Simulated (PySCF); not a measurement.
# A diatomic session: SiO+

An exercise on one series of results from a longer session: the logs are not shown, and one member is left open.

Method: Si 6-311G(d,p), O 6-311G(d,p), no relativity; program: PySCF 2.14.0.

Set-up of the first run:

The job is set up so:

| Item | Value |
| --- | --- |
| atoms | Si, O |
| charge | 1 |
| basis | Si 6-311G(d,p), O 6-311G(d,p) |
| Hamiltonian | no relativity |
| basis functions | 44 |
| electrons treated | 21 |
| masses in u | 27.9769, 15.9949 |
| levels | PBE0, PBE, r²SCAN, BP86, M06-2X, B97-3, LC-ωPBE, HF, MP2, SCS-MP2, CCSD, CCSD(T) |
| grid | 80 radial by 434 angular points |
| occupations | held fixed by the projection of orbital angular momentum |
| dissociation limit | Si+ + O, each in its ground configuration |
| starting distance in angstrom | 1.815 |
| values of 2S to try | 1, 3 |

Launch:

```
$ OMP_NUM_THREADS=1 python dia.py task.json out
```

Steps of the session up to this table: The job; PBE0 along the bond; Other states along the same grid; PBE (GGA); r²SCAN (meta-GGA); BP86 (GGA); M06-2X; B97-3; LC-ωPBE (range-separated hybrid); UHF (mean field); Correlated methods on the Hartree–Fock reference.

One of the session's tables, all rows but one given; the rest of the session is left out.

```
      level  Re (Å)  ωe (cm⁻¹)  De (eV)
   UHF-CCSD   1.532       1154     3.82
UHF-CCSD(T)   1.537       1135     4.09
        PBE   1.537       1140     5.17
       BP86       ?          ?        ?
     r²SCAN   1.524       1169     4.84
       PBE0   1.524       1154     4.41
      B97-3   1.525       1154     4.44
     M06-2X   1.519       1147     4.36
    LC-ωPBE   1.515       1165     4.33
```

Q: Estimate the row for BP86 from the others.

As computed: Re (Å): 1.537; ωe (cm⁻¹): 1136; De (eV): 5.14.

De is counted to Si+ + O in their ground configurations.
